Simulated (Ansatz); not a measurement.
**Trigonal Se**

Level of theory: r²SCAN (plane waves, PAW; Ansatz, an electronic-structure program).

Numerical settings: plane-wave cutoff 600 eV, 12×12×8 k mesh (along the axes of the cell as run), finite displacements, scalar-relativistic PAW data made under PBE.

Cell (measured lattice):

Space group P3₁21 (No. 152); a = b = 4.366 Å, c = 4.954 Å, α = β = 90.00°, γ = 120.00°

| atom | site | symmetry | x | y | z |
|---|---|---|---|---|---|
| Se | 3a | .2. | 0.7739 | 0.7739 | 0.0000 |

- electronic dielectric constant ε∞ (mean over three axes): 9.63
- dielectric constant ε0 (ions relaxed) (mean over three axes): 10.6

Note: the cell isn't this level's own, so it is under some stress, which shifts stiffness and frequencies.
